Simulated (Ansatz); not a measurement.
`CC(C)CCCl` → 5 C• + Cl• + 11 H•  (atomization)

Program: Ansatz. Geometries: PBE0-D4/def2-TZVP. ΔE: electronic, gas phase. CBS: MP2 limit from def2 TZ/QZ plus the TZ coupled-cluster correction, frozen cores. This one scheme is used for every species, atoms too. DFT in def2-TZVPP. HSE06 is defined as in plane-wave codes. Open shells (•) are unrestricted, without spin–orbit coupling. Spin–orbit coupling would lower the free atoms: a little for C, Cl. Each species was taken in one conformer, which may not be the lowest.

CCSD(T)/CBS gives +6596.9 kJ/mol.

Q: Another level gave +6621.6 kJ/mol. Which?
A. HSE06-D4/def2-TZVPP
B. SCS-MP2/def2-TZVPP
C. B2PLYP/def2-TZVPP
D. HSE06/def2-TZVPP

A: D. HSE06 6621.6, B2PLYP 6526.9, SCS-MP2/def2-TZVPP 6500.8, HSE06-D4 6650.2 kJ/mol.

Largest T1 diagnostic among the species: 0.009.

From BLYP to BHLYP (50 % exact exchange), in def2-TZVPP and without D4, ΔE moves by −54.0 kJ/mol: exact exchange takes away binding that semilocal exchange gives to molecules. At CCSD(T), def2-SVP lies −250.9 kJ/mol from the extrapolated value and def2-TZVPP −138.6 kJ/mol: correlation converges slowly with the basis, and small sets miss more of it in the bonded molecule than in its fragments.

For atomizations the MP2-based limit and the directly extrapolated one differ by several kJ/mol either way, and by 10 to 25 for some Ge, Se and Sn compounds, so smaller differences from it don't rank the levels.
